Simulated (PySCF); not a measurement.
Compound: C3H5N3.
SMILES with atom numbers: `[CH3:1][n:2]1[cH:3][n:4][n:5][cH:6]1` (hydrogens: H7, H8, H9 on C1; H10 on C3; H11 on C6)

Structure used (PBE0-D3(BJ)/def2-SVP), in Å, numbered top down from 1:
```xyz
11
C3H5N3 angstrom
C     -1.3561    0.0419    0.4599
N      0.0010   -0.0023   -0.0223
C      0.7439   -1.0992   -0.3428
N      1.9516   -0.7490   -0.6957
N      2.0278    0.6043   -0.6081
C      0.8642    1.0369   -0.2037
H     -1.7788    1.0375    0.2729
H     -1.9694   -0.6974   -0.0729
H     -1.4059   -0.1655    1.5398
H      0.3561   -2.1168   -0.3072
H      0.5907    2.0778   -0.0334
```

Method used: PBE0-D3(BJ)/def2-SVP geometry optimisation, gas phase (PySCF).

Take the most abundant isotopes and a rigid rotor. 

Problem. What are A, B and C (cm⁻¹)?

Solution. Ia = 52.65, Ib = 137.13, Ic = 186.53 u·Å²; 505379 MHz·u·Å²/I gives 9599, 3685 and 2709 MHz, that is A = 0.32018, B = 0.12293, C = 0.09038 cm⁻¹.

Problem. Classify the top.

Solution. An asymmetric top; Ray's κ = -0.717.

Problem. What does the inertial defect say?

Solution. Not planar: Δ = Ic − Ia − Ib = -3.25 u·Å². For a rigid frame Δ = −2 Σ m c², so Σ m c² = 1.63 u·Å² lies off the ab plane: 1.62 from hydrogen and 0.01 from heavier atoms. The atom farthest from that plane is 1.04 Å away.

Problem. Give the other two planar moments, Paa and Pbb, and the rms extents of the mass along the axes.

Solution. Paa = Σ m a² = (Ib + Ic − Ia)/2 = 135.50 and Pbb = Σ m b² = (Ia + Ic − Ib)/2 = 51.02 u·Å². With the mass M = 83.05 u, the rms extents √(P/M) along a, b and c are 1.28, 0.78, 0.14 Å.

Problem. List the rotational levels J(Ka,Kc) to J = 2 (cm⁻¹).

Solution. Above 0(0,0):
J = 1: 1(0,1) 0.2133, 1(1,1) 0.4106, 1(1,0) 0.4431
J = 2: 2(0,2) 0.6362, 2(1,2) 0.8046, 2(1,1) 0.9023, 2(2,1) 1.4940, 2(2,0) 1.4977
Those of J = 1 are B + C, A + C and A + B.

Problem. Which lines would a microwave search look for?

Solution. The dipole components are |μa| = 6.17 D, |μb| = 0.01 D, |μc| = 0.02 D. The squared components, which scale the intensities, stand as 1.00 : 0.00 : 0.00 (a : b : c). Some lines, for components of 0.1 D or more:

```
type  branch         J(Ka,Kc)    MHz  lower level (cm⁻¹)
   a       Q  3(2,1) ← 3(2,2)    546               2.134
   a       Q  1(1,0) ← 1(1,1)    976               0.411
   a       Q  2(1,1) ← 2(1,2)   2928               0.805
   a       Q  3(1,2) ← 3(1,3)   5848               1.394
   a       R  1(0,1) ← 0(0,0)   6395               0.000
   a       R  2(1,2) ← 1(1,1)  11814               0.411
   a       R  2(0,2) ← 1(0,1)  12679               0.213
   a       R  2(1,1) ← 1(1,0)  13766               0.443
   a       R  3(1,3) ← 2(1,2)  17655               0.805
   a       R  3(0,3) ← 2(0,2)  18749               0.636
   a       R  3(2,2) ← 2(2,1)  19185               1.494
   a       R  3(2,1) ← 2(2,0)  19620               1.498
   a       R  3(1,2) ← 2(1,1)  20575               0.902
```

No frequency check. These are rigid-rotor constants of the computed structure; measured ground-state constants (B0) also hold zero-point vibration. A rigid rotor knows nothing of internal rotation, which can split or shift real lines. Quadrupole hyperfine structure (14N) is left out.

On Intel Xeon 6975P-C, one thread, shared host with 192 logical CPUs at a one-minute load of 46, this took 26 s and 0.46 GiB of memory at its peak. That covers the optimisation of the geometry.
